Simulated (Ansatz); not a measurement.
**How far each method lies from RCCSDT(Q) for Cl–SiH2–Cl, singlet**

Geometry: a PBE0/def2-TZVP stationary point for this spin, not checked as a minimum.

```csv
atom,x (Å),y (Å),z (Å)
Si,0.0000,-0.8032,0.0000
Cl,0.0000,0.3642,-1.6739
Cl,0.0000,0.3642,1.6739
H,1.2285,-1.6202,0.0000
H,-1.2285,-1.6202,0.0000
```

Basis cc-pVDZ; Ansatz 0.2.0. Only valence electrons are correlated (noble-gas cores frozen), which leaves 20 electrons in 49 orbitals. Prefix R: restricted or restricted open-shell reference. Active spaces: frontier = (8e, 8o) about the gap.

Full CI isn't at hand for all of this; RCCSDT(Q) serves as the reference, and is uncertain by the last step of the cluster series or more.

- UHF ⟨S²⟩: 0.000
- T1 diagnostic (RCCSD): 0.0085
- largest doubles amplitude (RCCSD): 0.024

```json
{"level": "RMP2", "E − E(RHF) (eV)": "-9.9381"}
{"level": "RCCSD", "E − E(RHF) (eV)": "-10.9863"}
{"level": "RCCSD(T)", "E − E(RHF) (eV)": "-11.2154"}
```

Problem. Estimate how far RCCSDT(Q) in cc-pVDZ lies from RCCSD(T). The table doesn't fix it; the size of (T) and the diagnostics are the guide.

Solution. RCCSDT(Q) in cc-pVDZ lies 41 meV below RCCSD(T), which is 18 % of the (T) step (-229 meV). The diagnostics are small and one determinant leads, so the series closes fast and only a small part of (T) is left.

The other levels:

| level | E − E(RCCSDT(Q)) (meV) | share of correlation (%) | wall time |
| --- | --- | --- | --- |
| CISD | 1544 | 86.29 | 3.6 s |
| BCCD(T) | 40 | 99.65 | 1.4 s |
| RCCSDT | 20 | 99.82 | – |

The correlation energy at RCCSDT(Q), counted from RHF, is -11.257 eV. That run took 51 s on 1 thread of Arm Neoverse V2, shared host.

Run but not shown, since their state, orbitals or frozen core can't be matched to the reference's or they repeat it: CASSCF (frontier space), NEVPT2 (frontier space), MRCISD (frontier space), MRCISD+Q (frontier space).

Times hold each run's SCF and search for its determinant on a shared host, so for small cases they say little of a method's own cost; they ran on 1 thread of Arm Neoverse V2. Some runs computed forces too.

Atomization energy (electronic, same basis, no zero-point term; atoms at the same level, unrestricted beside the R rows where the molecule is a closed shell, with restricted open-shell steps beyond CCSDT(Q)) at RCCSDT(Q): 1316.9 kJ/mol. Errors of other levels:

```
   level  error (kJ/mol)
     RHF          -241.7
    RMP2            22.7
    CISD          -115.5
   RCCSD           -14.5
RCCSD(T)            -1.1
 BCCD(T)            -0.8
  RCCSDT            -1.1
```

This basis is far from its limit, so the value isn't to be set against a measured one. Truncated CI isn't size-consistent, which counts against it in atomization.
